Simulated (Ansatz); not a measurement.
A search over several starts for the lowest SCF solution of Me2S2 (C2H6S2) at the given spin, in a small basis.

```yaml
crystal:
  periodic: [false, false, false]
  atoms:
    - {symbol: C, position_ang: [-0.317139, -1.807604, 0.472145]}
    - {symbol: S, position_ang: [1.247816, -0.969575, 0.027004]}
    - {symbol: S, position_ang: [0.986367, 0.935311, 0.805908]}
    - {symbol: C, position_ang: [0.117791, 1.810645, -0.546428]}
    - {symbol: H, position_ang: [-0.214182, -2.854362, 0.119056]}
    - {symbol: H, position_ang: [-0.467382, -1.804659, 1.568706]}
    - {symbol: H, position_ang: [-1.185581, -1.343034, -0.034543]}
    - {symbol: H, position_ang: [0.721065, 1.798969, -1.474310]}
    - {symbol: H, position_ang: [-0.883359, 1.376056, -0.735110]}
    - {symbol: H, position_ang: [-0.005386, 2.858263, -0.202437]}
basis:
  gaussian: {orbitals: def2-SVP, initial_orbitals: start.molden}
hamiltonian: {xc: pbe0, dispersion: d4}
output: {orbitals: {seedname: orbitals}}
```

The file start.molden holds the orbitals of an earlier run on this structure, at another level or in another basis.

```sh
$ ansatz run in.yaml --threads 4 --pin off --events-out ev --progress --plain --max-ram 3916MiB
```

Shortened log:

```
Functional definition: PBE0
926 factors; integrals over basis functions are off by at most 1.2e-3 eV
mean field evaluation 1: about -23823.8745 eV, gradient 6.4e0 eV
mean field evaluation 2: about -23823.9388 eV, gradient 6.7e-2 eV
mean field evaluation 4: about -23824.1109 eV, gradient 1.4e-3 eV
mean field evaluation 8: about -23818.8273 eV, gradient 4.6e1 eV
mean field evaluation 16: about -23824.1109 eV, gradient 1.8e-2 eV
mean field -23824.11087442 eV, -875.5199260726 hartree, gradient 3.0e-5 eV, S^2 0.000000; 1 other end points of the search recorded, 0 dependent functions left out
reference -23824.11089881 eV, -875.5199269688 hartree; 25, 25 occupied and 69, 69 virtual orbitals, 926 factors
Total energy: -23824.29569999 eV, -875.5267182869 hartree
```

It took 0.65 s on 4 threads of Intel Xeon 6975P-C on a shared host.
